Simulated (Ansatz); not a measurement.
**Which is lower?**

Two relaxed structures of CH2BSi, doublet (PBE0-D4/def2-TZVP; forces vanish, vibrations not checked).

A:

B1  (-0.367, -0.699, 1.301)
C2  (-0.550, -0.542, -0.128)
Si3  (0.684, 0.619, 0.384)
H4  (-1.110, -0.920, -0.972)
H5  (1.344, 1.542, -0.586)
(Å)

B:

```csv
atom,x (Å),y (Å),z (Å)
B1,-1.0206,-1.0057,-0.2044
C2,-0.0597,-0.0589,-0.0079
Si3,1.0682,1.1479,-0.3509
H4,-1.8482,-1.8316,-0.3104
H5,1.8248,1.7244,0.8201
```

Computed with Ansatz 0.2.0 (basis: def2-TZVPP); correlated methods freeze the cores; orbitals are unrestricted. B3LYP uses VWN-RPA correlation.

(1) Which structure is lower at CCSD(T), and by how much? (An estimate is asked for; the value comes from the calculation.)

The T1 diagnostic stays at or below 0.029. ⟨S²⟩ of the unrestricted Hartree–Fock references: 0.81 to 0.82 (a pure state has 0.75). The unrestricted reference is spin-contaminated, which hurts MP2 most.

Results:

(1) Computed: B, by 41.9 kJ/mol (electronic energy, against the other). By their contacts, A is CH₂BSi ([B]1[CH][SiH]1) and B is CH₂BSi ([BH][C][SiH]).

All methods give the same order:

```
   method  E(B) − E(A) (kJ/mol)
   PBE-D4                 -40.9
r2SCAN-D4                 -38.0
  PBE0-D4                 -33.2
 B3LYP-D4                 -64.3
  wB97M-V                 -45.2
       HF                 -52.2
      MP2                 -46.4
     CCSD                 -39.9
  CCSD(T)                 -41.9
```

Labels in which every atom is bracketed show which atoms are joined, not bond orders.

For scale, one of the runs: CCSD(T)/def2-TZVPP, 132 basis functions, launched by `ansatz run in.yaml --threads 2 --pin off --events-out ev --progress --plain --max-ram 4352MiB`. Hardware: 2 CPU threads of an Intel Xeon 6975P-C, shared host. Wall time 14 s; peak host memory 1.5 GiB.
